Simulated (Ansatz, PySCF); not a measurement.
System: C2H3O2 (charge 0, doublet). It need not be the lowest isomer of its formula. SMILES: O=C(O)[CH2]
Coordinates optimised at B3LYP-D3(BJ)/def2-TZVP (Ansatz, a program for electronic structure):
```
C
O 1 1.2154
O 1 1.3607 2 122.32
H 3 0.9692 1 106.70 2 0.00
C 1 1.4405 2 124.80 3 -180.00
H 5 1.0785 1 118.11 2 0.00
H 5 1.0794 6 120.76 1 -180.00
```
Charge 0, spin multiplicity 2.


Property: enthalpy of formation at 298 K (from the atomisation energy, B3LYP-D3(BJ)/def2-TZVP harmonic zero-point and thermal terms from PySCF, and the atoms' enthalpies of formation in the G2/97 table; no spin-orbit terms, and no core term in the frozen-core levels), in kJ/mol. Cores are frozen in the correlated levels unless marked. Open shells are spin-unrestricted. No spin-orbit coupling. Non-relativistic. The coupled-cluster limit lacks core correlation, which all-electron functionals hold. Basis-set limits of correlation are two-point, X^-3; Hartree-Fock from the larger set. The bracket is a focal-point correction in the basis named.

| level | program | enthalpy of formation at 298 K (kJ/mol) |
|---|---|---|
| RI-HF/cc-pVQZ | Ansatz | 655.8 |

Q: Predict the RI-MP2/CBS(cc-pVTZ,cc-pVQZ)+[CCSD(T)-MP2]/cc-pVTZ result (Ansatz).

A: -232.0 kJ/mol, so RI-HF/cc-pVQZ differs from it by 887.8 kJ/mol.
